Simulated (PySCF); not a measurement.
C₆H₆.
Numbering: `[cH:1]1[cH:2][cH:3][cH:4][cH:5][cH:6]1` (hydrogens: H7 on C1; H8 on C2; H9 on C3; H10 on C4; H11 on C5; H12 on C6)

Computed by this run: PySCF, PBE0-D3(BJ)/def2-SVP geometry optimisation, gas phase; density fitting, grid level 1; the optimiser is geomeTRIC in internal coordinates, started from a GFN2-xTB structure.

Step 0: E = -6307.8789 eV
```
atom  x, y, z in Å  |  force x, y, z in eV/Å
C1      0.9553    1.0021   -0.0208    0.060   0.058   0.004
C2      1.3456   -0.3263   -0.0146    0.085  -0.025  -0.004
C3      0.3904   -1.3285    0.0033    0.027  -0.080   0.003
C4     -0.9551   -1.0023    0.0158   -0.060  -0.058  -0.002
C5     -1.3455    0.3262    0.0101   -0.082   0.025   0.004
C6     -0.3903    1.3283   -0.0076   -0.027   0.081  -0.004
H7      1.7008    1.7840   -0.0353    0.316   0.333  -0.005
H8      2.3956   -0.5808   -0.0238    0.447  -0.109  -0.005
H9      0.6952   -2.3652    0.0082    0.128  -0.440   0.001
H10    -1.7006   -1.7843    0.0298   -0.317  -0.334   0.006
H11    -2.3954    0.5812    0.0202   -0.447   0.106   0.004
H12    -0.6946    2.3650   -0.0113   -0.131   0.442  -0.003
```

Task: Estimate the geometry and energy of step 1. (The exact step hangs on the optimiser's Hessian estimate; all steps are aligned on step 0, rigid shifts and turns removed.)

Result: E = -6307.9119 eV, largest force 0.071 eV/Å
```
atom  x, y, z in Å  |  force x, y, z in eV/Å
C1      0.9617    1.0087   -0.0204    0.049   0.052  -0.002
C2      1.3548   -0.3286   -0.0148    0.068  -0.017   0.000
C3      0.3931   -1.3374    0.0034    0.020  -0.067   0.000
C4     -0.9615   -1.0088    0.0160   -0.049  -0.051   0.002
C5     -1.3546    0.3285    0.0104   -0.068   0.016   0.000
C6     -0.3929    1.3373   -0.0079   -0.020   0.067   0.001
H7      1.7161    1.8004   -0.0348   -0.020  -0.022   0.001
H8      2.4177   -0.5862   -0.0246   -0.029   0.007   0.000
H9      0.7012   -2.3868    0.0080   -0.009   0.028   0.000
H10    -1.7159   -1.8005    0.0305    0.020   0.022  -0.001
H11    -2.4175    0.5861    0.0203    0.029  -0.007   0.000
H12    -0.7010    2.3867   -0.0123    0.009  -0.028   0.000
```

The energy changes by -0.0330 eV. The first-order estimate −F·Δx gives -0.0669 eV and the mean of the old and new forces, exact on a quadratic surface, -0.0334 eV. The step makes an angle of 12° with the force vector and moves no atom by more than 0.023 Å.

What follows is the cost of the whole optimisation. On one thread of an Arm Neoverse V1, shared host with 32 logical CPUs at a one-minute load of 21, this took 9.5 s of wall time and 0.50 GiB of memory at its peak.
